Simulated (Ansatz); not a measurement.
**How far each method lies from RCCSDTQ for Al$_{2}$Ga, doublet**

Geometry: a PBE0/def2-TZVP stationary point for this spin, not checked as a minimum.

```xyz
3

Al    0.0000   -1.2668    1.2100
Al    0.0000    1.2668    1.2100
Ga    0.0000    0.0000   -0.9365
```

Basis cc-pVDZ; Ansatz 0.2.0. Only valence electrons are correlated (noble-gas cores and the filled d shells of p-block atoms frozen), which leaves 9 electrons in 39 orbitals. Prefix R: restricted or restricted open-shell reference. Active spaces: valence = (9e, 12o) chosen from the atoms' valence shells. No spin–orbit coupling is included, and no scalar relativity.

Full CI isn't at hand for all of this; RCCSDTQ serves as the reference, and is uncertain by about the last step of the cluster series.

For open shells CISD is restricted-active-space CI with the open shells as a complete middle space.

The UHF ⟨S²⟩ is 1.869. The ⟨S²⟩ of the determinant under UCCSD is 1.125. The T1 diagnostic (RCCSD) is 0.0363 and the largest doubles amplitude (RCCSD) is 0.080.

Question: From what is known of these methods and the diagnostics, rank them by the size of their error in total energy against RCCSDTQ in cc-pVDZ, smallest first (an estimate: the text doesn't fix the numbers).
A. RCCSD
B. RCCSD(T)
C. MRCISD (valence space)
D. CISD
E. RCCSDT(Q)

Answer: E (0.0 kJ/mol), B (9.1 kJ/mol), C (17.8 kJ/mol), A (52.2 kJ/mol), D (111.3 kJ/mol).

All errors are against RCCSDTQ in cc-pVDZ. Within each family the higher level lies nearer, as is usual though not guaranteed.

Natural occupations of CASSCF (valence space) about the gap: 1.971 1.890 1.879 1.869 0.983 0.107 0.105 0.067 0.066 0.023; effectively unpaired electrons, Σ n²(2−n)², 1.28.

Atomization energy (electronic, same basis, no zero-point term; atoms at the same level, unrestricted beside the R rows where the molecule is a closed shell, but restricted open-shell past Ca, as are all atoms' steps beyond CCSDT(Q)) at RCCSDTQ: 292.6 kJ/mol. Errors of other levels:

```json
{"level": "RHF", "error (kJ/mol)": "-186.1"}
{"level": "RMP2", "error (kJ/mol)": "20.4"}
{"level": "CISD", "error (kJ/mol)": "-102.2"}
{"level": "RCCSD", "error (kJ/mol)": "-43.8"}
{"level": "RCCSD(T)", "error (kJ/mol)": "-6.3"}
{"level": "BCCD(T)", "error (kJ/mol)": "-6.4"}
{"level": "RCCSDT", "error (kJ/mol)": "-5.3"}
{"level": "RCCSDT(Q)", "error (kJ/mol)": "0.0"}
{"level": "CASSCF (valence space)", "error (kJ/mol)": "-35.2"}
{"level": "NEVPT2 (valence space)", "error (kJ/mol)": "4.8"}
{"level": "MRCISD (valence space)", "error (kJ/mol)": "-15.7"}
{"level": "MRCISD+Q (valence space)", "error (kJ/mol)": "-4.1"}
```

This basis is far from its limit, so the value isn't to be set against a measured one. Truncated CI isn't size-consistent, which counts against it in atomization.
